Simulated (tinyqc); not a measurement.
Worked calculation (part 2 of 2): UHF in the sto-3g basis, for OH-, spin multiplicity 1. The basis has no diffuse functions, so it cannot describe the extra electron: this is an exercise in the method, not the real anion. Computed by tinyqc, a small Python program that keeps every step (integrals from PySCF). Command: `OMP_NUM_THREADS=1 python tinyqc.py 28923 28924 out.jsonl` (the two numbers bound the seeds that draw the settings). One thread of a shared host (Intel(R) Xeon(R) Processor @ 2.60GHz), about 0.09 s of CPU time with the checks.

Geometry (angstrom):
```
atom       x       y       z
O     0.0000  0.0000  0.0000
H     0.0000  0.0000  1.0730
```

## Iteration 19 (converged): orbitals

converged F(alpha) (hartree):
```
           1O 1s    1O 2s  1O 2px  1O 2py   1O 2pz    2H 1s
1O 1s   -19.4091  -4.9765  0.0000  0.0000  -0.0208  -0.8775
1O 2s    -4.9765  -1.7826  0.0000  0.0000  -0.0263  -0.6047
1O 2px    0.0000   0.0000  0.2321  0.0000   0.0000   0.0000
1O 2py    0.0000   0.0000  0.0000  0.2321   0.0000   0.0000
1O 2pz   -0.0208  -0.0263  0.0000  0.0000   0.4800  -0.2911
2H 1s    -0.8775  -0.6047  0.0000  0.0000  -0.2911  -0.0348
```

converged F(beta) (hartree):
```
           1O 1s    1O 2s  1O 2px  1O 2py   1O 2pz    2H 1s
1O 1s   -19.4091  -4.9765  0.0000  0.0000  -0.0208  -0.8775
1O 2s    -4.9765  -1.7826  0.0000  0.0000  -0.0263  -0.6047
1O 2px    0.0000   0.0000  0.2321  0.0000   0.0000   0.0000
1O 2py    0.0000   0.0000  0.0000  0.2321   0.0000   0.0000
1O 2pz   -0.0208  -0.0263  0.0000  0.0000   0.4800  -0.2911
2H 1s    -0.8775  -0.6047  0.0000  0.0000  -0.2911  -0.0348
```

X:
```
              1        2        3       4        5       6
1O 1s    0.2919   0.7605   0.0000  0.0000   0.5921  0.2232
1O 2s   -0.8562  -0.4704   0.0000  0.0000   0.3746  0.4553
1O 2px   0.0000   0.0000   0.9937  0.1118   0.0000  0.0000
1O 2py   0.0000   0.0000  -0.1118  0.9937   0.0000  0.0000
1O 2pz  -0.6383   0.5690   0.0000  0.0000  -0.5838  0.3178
2H 1s    1.0059  -0.2601   0.0000  0.0000  -0.2234  0.5245
```

Diagonalise F' = X^T F X, C = X C', fill 5 alpha and 5 beta electrons from the bottom; D(s) = C_occ C_occ^T. Each column has its largest component positive (the first on a tie).

F' = X^T F X (alpha) (hartree):
```
         1        2       3       4        5        6
1   0.5662  -1.9253  0.0000  0.0000  -1.2928  -0.7125
2  -1.9253  -7.6255  0.0000  0.0000  -8.3570  -4.1736
3   0.0000   0.0000  0.2321  0.0000   0.0000   0.0000
4   0.0000   0.0000  0.0000  0.2321   0.0000   0.0000
5  -1.2928  -8.3570  0.0000  0.0000  -8.8164  -4.8850
6  -0.7125  -4.1736  0.0000  0.0000  -4.8850  -2.9108
```

orbital energies (alpha) (hartree): MO1 -19.4178, MO2 -0.5803, MO3 0.0728, MO4 0.2321, MO5 0.2321, MO6 1.1387

coefficients C (alpha):
```
            MO1      MO2      MO3      MO4     MO5      MO6
1O 1s    0.9944  -0.2423   0.1011   0.0000  0.0000  -0.0790
1O 2s    0.0237   0.9004  -0.5215   0.0000  0.0000   0.4678
1O 2px   0.0000   0.0000   0.0000   0.8660  0.5001   0.0000
1O 2py   0.0000   0.0000   0.0000  -0.5001  0.8660   0.0000
1O 2pz   0.0029   0.0374   0.5222   0.0000  0.0000   0.9481
2H 1s   -0.0056   0.2397   0.7082   0.0000  0.0000  -0.9194
```

F' = X^T F X (beta) (hartree):
```
         1        2       3       4        5        6
1   0.5662  -1.9253  0.0000  0.0000  -1.2928  -0.7125
2  -1.9253  -7.6255  0.0000  0.0000  -8.3570  -4.1736
3   0.0000   0.0000  0.2321  0.0000   0.0000   0.0000
4   0.0000   0.0000  0.0000  0.2321   0.0000   0.0000
5  -1.2928  -8.3570  0.0000  0.0000  -8.8164  -4.8850
6  -0.7125  -4.1736  0.0000  0.0000  -4.8850  -2.9108
```

orbital energies (beta) (hartree): MO1 -19.4178, MO2 -0.5803, MO3 0.0728, MO4 0.2321, MO5 0.2321, MO6 1.1387

coefficients C (beta):
```
            MO1      MO2      MO3      MO4     MO5      MO6
1O 1s    0.9944  -0.2423   0.1011   0.0000  0.0000  -0.0790
1O 2s    0.0237   0.9004  -0.5215   0.0000  0.0000   0.4678
1O 2px   0.0000   0.0000   0.0000   0.8660  0.5001   0.0000
1O 2py   0.0000   0.0000   0.0000  -0.5001  0.8660   0.0000
1O 2pz   0.0029   0.0374   0.5222   0.0000  0.0000   0.9481
2H 1s   -0.0056   0.2397   0.7082   0.0000  0.0000  -0.9194
```

D(alpha) after iteration 19:
```
          1O 1s    1O 2s  1O 2px  1O 2py   1O 2pz    2H 1s
1O 1s    1.0577  -0.2473  0.0000  0.0000   0.0466   0.0080
1O 2s   -0.2473   1.0832  0.0000  0.0000  -0.2386  -0.1537
1O 2px   0.0000   0.0000  1.0000  0.0000   0.0000   0.0000
1O 2py   0.0000   0.0000  0.0000  1.0000   0.0000   0.0000
1O 2pz   0.0466  -0.2386  0.0000  0.0000   0.2741   0.3788
2H 1s    0.0080  -0.1537  0.0000  0.0000   0.3788   0.5591
```

D(beta) after iteration 19:
```
          1O 1s    1O 2s  1O 2px  1O 2py   1O 2pz    2H 1s
1O 1s    1.0577  -0.2473  0.0000  0.0000   0.0466   0.0080
1O 2s   -0.2473   1.0832  0.0000  0.0000  -0.2386  -0.1537
1O 2px   0.0000   0.0000  1.0000  0.0000   0.0000   0.0000
1O 2py   0.0000   0.0000  0.0000  1.0000   0.0000   0.0000
1O 2pz   0.0466  -0.2386  0.0000  0.0000   0.2741   0.3788
2H 1s    0.0080  -0.1537  0.0000  0.0000   0.3788   0.5591
```

Within a degenerate level the vectors are fixed only up to a rotation; this is one choice.

## Convergence

Stop when the energy changes by less than 1e-08 hartree and every element of the error matrix X^T (F D S - S D F) X (for each spin) is below 3e-05.

Course of the cycle:
```
iteration  E (hartree)     change  largest element of the error matrix
1           -73.637604          -                             1.52e-01
2           -73.793781  -1.56e-01                             9.13e-02
3           -73.920578  -1.27e-01                             6.70e-02
4           -73.994772  -7.42e-02                             4.61e-02
5           -74.030767  -3.60e-02                             2.14e-02
6           -74.050136  -1.94e-02                             6.63e-03
7           -74.060068  -9.93e-03                             2.06e-03
8           -74.063475  -3.41e-03                             6.77e-04
9           -74.064538  -1.06e-03                             2.11e-04
10          -74.064861  -3.23e-04                             6.26e-05
11          -74.064959  -9.75e-05                             1.87e-05
12          -74.064988  -2.93e-05                             5.62e-06
13          -74.064997  -8.79e-06                             1.69e-06
14          -74.064999  -2.64e-06                             5.06e-07
15          -74.065000  -7.91e-07                             1.52e-07
16          -74.065000  -2.37e-07                             4.56e-08
17          -74.065000  -7.12e-08                             1.37e-08
18          -74.065000  -2.14e-08                             4.10e-09
19          -74.065000  -6.41e-09                             1.23e-09
```

PySCF UHF in the same basis, after a stability check = -74.065000 hartree

Converged in 19 iterations.

## Populations, bond orders and dipole

overlap S:
```
         1O 1s   1O 2s  1O 2px  1O 2py  1O 2pz   2H 1s
1O 1s   1.0000  0.2367  0.0000  0.0000  0.0000  0.0410
1O 2s   0.2367  1.0000  0.0000  0.0000  0.0000  0.4021
1O 2px  0.0000  0.0000  1.0000  0.0000  0.0000  0.0000
1O 2py  0.0000  0.0000  0.0000  1.0000  0.0000  0.0000
1O 2pz  0.0000  0.0000  0.0000  0.0000  1.0000  0.3510
2H 1s   0.0410  0.4021  0.0000  0.0000  0.3510  1.0000
```

Mulliken: Z minus the diagonal of D S on the atom; Loewdin: the same with S^(1/2) D S^(1/2); Mayer order: 2 sum_s sum (D(s) S)_ij (D(s) S)_ji over the two atoms.

Charges (e):
```
atom  Mulliken  Loewdin  Mulliken spin
1O     -0.7389  -0.7503              0
2H     -0.2611  -0.2497              0
```

Mayer bond orders:
```
pair   order
2-1   0.9318
```

dipole moment about the origin, x y z (debye): 0.0000  0.0000  -0.7238

<S^2> of the determinant (pure state: 0) = 0.0000
